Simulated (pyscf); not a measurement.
PySCF, gas phase, ωB97X-D3(BJ)/def2-SVP geometries. Correlated levels are frozen-core, on RHF or UHF. ΔMP2 is the change of the MP2 total energy from the triple- to the quadruple-zeta basis.

`[OH][SiH2][AsH2]` → `[SiH2]=[AsH]` + `[OH2]`
Surface: singlet. Broken: As–H, O–Si. Formed: H–O. Give ΔE‡ and ΔE from CCSD(T)/def2-TZVPP + ΔMP2(QZVPP), relative to the reactant's lowest minimum found.

ΔE‡ = 45.7 kcal/mol, ΔE = +47.5 kcal/mol. Zero-point energy shifts the barrier by -1.4 kcal/mol. It is an elimination, with an imaginary mode of 1148i cm⁻¹. On the product side the descent ends in an adduct with a O–Si contact, 10.3 kcal/mol under the separated species and 4.0 kcal/mol under the saddle at ωB97X-D3(BJ)/def2-TZVP. At CCSD(T) the saddle lies under the separated products, which points to a path from their complex (located at ωB97X-D3(BJ) alone), and parting the products costs more than the saddle. What is counted as broken (O–Si) persists as a longer contact in the product adduct; parting that adduct is a step of its own. This is the saddle that the search found; another between the same sides may lie lower. The CCSD(T) − MP2 part came from Ansatz, without density fitting, on the same reference. The frozen core leaves the outer d or s,p core shells of the metals and heavy elements correlated in the MP2 and CC values, and def2-TZVPP describes them poorly, which can shift differences by a few kcal/mol. Elements up to Kr have no core potential and no relativistic terms here.
